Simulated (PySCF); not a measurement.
Potential energy curve for H2, singlet.

Levels: RKS-PBE = restricted PBE/cc-pVTZ (PySCF); UKS-PBE = unrestricted PBE/cc-pVTZ run with PySCF 2.14.0; RKS-B3LYP = restricted B3LYP/cc-pVTZ run with PySCF; UCCSD(T) = CCSD(T) on UHF/cc-pVTZ run with PySCF.

Energies relative to the lowest point of each curve near equilibrium, in kcal/mol; the last columns give the difference from UCCSD(T):

```json
[
 {"R / Å": "0.60", "RKS-PBE": "12.8", "UKS-PBE": "12.8", "RKS-B3LYP": "11.8", "UCCSD(T)": "11.8", "RKS-PBE − UCCSD(T)": "1.1", "UKS-PBE − UCCSD(T)": "1.1", "RKS-B3LYP − UCCSD(T)": "0.1"},
 {"R / Å": "0.64", "RKS-PBE": "6.3", "UKS-PBE": "6.3", "RKS-B3LYP": "5.6", "UCCSD(T)": "5.5", "RKS-PBE − UCCSD(T)": "0.8", "UKS-PBE − UCCSD(T)": "0.8", "RKS-B3LYP − UCCSD(T)": "0.0"},
 {"R / Å": "0.68", "RKS-PBE": "2.3", "UKS-PBE": "2.3", "RKS-B3LYP": "1.9", "UCCSD(T)": "1.9", "RKS-PBE − UCCSD(T)": "0.5", "UKS-PBE − UCCSD(T)": "0.5", "RKS-B3LYP − UCCSD(T)": "0.0"},
 {"R / Å": "0.70", "RKS-PBE": "1.1", "UKS-PBE": "1.1", "RKS-B3LYP": "0.8", "UCCSD(T)": "0.8", "RKS-PBE − UCCSD(T)": "0.3", "UKS-PBE − UCCSD(T)": "0.3", "RKS-B3LYP − UCCSD(T)": "0.0"},
 {"R / Å": "0.73", "RKS-PBE": "0.2", "UKS-PBE": "0.2", "RKS-B3LYP": "0.1", "UCCSD(T)": "0.0", "RKS-PBE − UCCSD(T)": "0.1", "UKS-PBE − UCCSD(T)": "0.1", "RKS-B3LYP − UCCSD(T)": "0.0"},
 {"R / Å": "0.75", "RKS-PBE": "0.0", "UKS-PBE": "0.0", "RKS-B3LYP": "0.0", "UCCSD(T)": "0.0", "RKS-PBE − UCCSD(T)": "0.0", "UKS-PBE − UCCSD(T)": "0.0", "RKS-B3LYP − UCCSD(T)": "0.0"},
 {"R / Å": "0.78", "RKS-PBE": "0.3", "UKS-PBE": "0.3", "RKS-B3LYP": "0.5", "UCCSD(T)": "0.5", "RKS-PBE − UCCSD(T)": "-0.2", "UKS-PBE − UCCSD(T)": "-0.2", "RKS-B3LYP − UCCSD(T)": "0.0"},
 {"R / Å": "0.80", "RKS-PBE": "0.9", "UKS-PBE": "0.9", "RKS-B3LYP": "1.2", "UCCSD(T)": "1.2", "RKS-PBE − UCCSD(T)": "-0.3", "UKS-PBE − UCCSD(T)": "-0.3", "RKS-B3LYP − UCCSD(T)": "0.0"},
 {"R / Å": "0.82", "RKS-PBE": "1.7", "UKS-PBE": "1.7", "RKS-B3LYP": "2.1", "UCCSD(T)": "2.1", "RKS-PBE − UCCSD(T)": "-0.4", "UKS-PBE − UCCSD(T)": "-0.4", "RKS-B3LYP − UCCSD(T)": "0.0"},
 {"R / Å": "0.86", "RKS-PBE": "3.8", "UKS-PBE": "3.8", "RKS-B3LYP": "4.5", "UCCSD(T)": "4.5", "RKS-PBE − UCCSD(T)": "-0.7", "UKS-PBE − UCCSD(T)": "-0.7", "RKS-B3LYP − UCCSD(T)": "0.0"},
 {"R / Å": "0.93", "RKS-PBE": "9.0", "UKS-PBE": "9.0", "RKS-B3LYP": "10.1", "UCCSD(T)": "10.0", "RKS-PBE − UCCSD(T)": "-1.0", "UKS-PBE − UCCSD(T)": "-1.0", "RKS-B3LYP − UCCSD(T)": "0.1"},
 {"R / Å": "1.02", "RKS-PBE": "17.4", "UKS-PBE": "17.4", "RKS-B3LYP": "19.0", "UCCSD(T)": "18.7", "RKS-PBE − UCCSD(T)": "-1.3", "UKS-PBE − UCCSD(T)": "-1.3", "RKS-B3LYP − UCCSD(T)": "0.3"},
 {"R / Å": "1.13", "RKS-PBE": "28.8", "UKS-PBE": "28.8", "RKS-B3LYP": "31.1", "UCCSD(T)": "30.3", "RKS-PBE − UCCSD(T)": "-1.5", "UKS-PBE − UCCSD(T)": "-1.5", "RKS-B3LYP − UCCSD(T)": "0.8"},
 {"R / Å": "1.24", "RKS-PBE": "40.7", "UKS-PBE": "40.7", "RKS-B3LYP": "43.5", "UCCSD(T)": "42.0", "RKS-PBE − UCCSD(T)": "-1.3", "UKS-PBE − UCCSD(T)": "-1.3", "RKS-B3LYP − UCCSD(T)": "1.5"},
 {"R / Å": "1.33", "RKS-PBE": "50.2", "UKS-PBE": "50.2", "RKS-B3LYP": "53.5", "UCCSD(T)": "51.1", "RKS-PBE − UCCSD(T)": "-0.9", "UKS-PBE − UCCSD(T)": "-0.9", "RKS-B3LYP − UCCSD(T)": "2.4"},
 {"R / Å": "1.49", "RKS-PBE": "66.2", "UKS-PBE": "66.2", "RKS-B3LYP": "70.3", "UCCSD(T)": "65.8", "RKS-PBE − UCCSD(T)": "0.4", "UKS-PBE − UCCSD(T)": "0.4", "RKS-B3LYP − UCCSD(T)": "4.5"},
 {"R / Å": "1.66", "RKS-PBE": "81.3", "UKS-PBE": "81.1", "RKS-B3LYP": "86.3", "UCCSD(T)": "78.5", "RKS-PBE − UCCSD(T)": "2.8", "UKS-PBE − UCCSD(T)": "2.6", "RKS-B3LYP − UCCSD(T)": "7.8"},
 {"R / Å": "1.85", "RKS-PBE": "95.8", "UKS-PBE": "91.9", "RKS-B3LYP": "101.7", "UCCSD(T)": "89.2", "RKS-PBE − UCCSD(T)": "6.6", "UKS-PBE − UCCSD(T)": "2.6", "RKS-B3LYP − UCCSD(T)": "12.5"},
 {"R / Å": "2.01", "RKS-PBE": "106.2", "UKS-PBE": "97.1", "RKS-B3LYP": "112.8", "UCCSD(T)": "95.6", "RKS-PBE − UCCSD(T)": "10.5", "UKS-PBE − UCCSD(T)": "1.4", "RKS-B3LYP − UCCSD(T)": "17.2"},
 {"R / Å": "2.23", "RKS-PBE": "117.9", "UKS-PBE": "101.0", "RKS-B3LYP": "125.5", "UCCSD(T)": "101.4", "RKS-PBE − UCCSD(T)": "16.5", "UKS-PBE − UCCSD(T)": "-0.4", "RKS-B3LYP − UCCSD(T)": "24.1"},
 {"R / Å": "2.63", "RKS-PBE": "133.0", "UKS-PBE": "103.7", "RKS-B3LYP": "142.4", "UCCSD(T)": "106.2", "RKS-PBE − UCCSD(T)": "26.8", "UKS-PBE − UCCSD(T)": "-2.5", "RKS-B3LYP − UCCSD(T)": "36.2"},
 {"R / Å": "3.00", "RKS-PBE": "142.0", "UKS-PBE": "104.4", "RKS-B3LYP": "152.8", "UCCSD(T)": "107.7", "RKS-PBE − UCCSD(T)": "34.3", "UKS-PBE − UCCSD(T)": "-3.3", "RKS-B3LYP − UCCSD(T)": "45.1"}
]
```

RKS-PBE is furthest from UCCSD(T) at 3.00 (34.3 kcal/mol, above); its mean absolute difference over the points is 4.9 kcal/mol.

UKS-PBE is furthest from UCCSD(T) at 3.00 (-3.3 kcal/mol, below); its mean absolute difference over the points is 1.1 kcal/mol.

RKS-B3LYP is furthest from UCCSD(T) at 3.00 (45.1 kcal/mol, above); its mean absolute difference over the points is 6.9 kcal/mol.

The restricted form behind RKS-PBE, RKS-B3LYP keeps the bonding electrons paired and can't separate into open-shell fragments. The unrestricted determinant behind UKS-PBE is spin-contaminated at 1.66 to 3.00 Å (<S²> up to 1.0, against 0.00 for a pure singlet). The unrestricted determinant behind UCCSD(T) is spin-contaminated at 1.24 to 3.00 Å (<S²> up to 1.0, against 0.00 for a pure singlet).
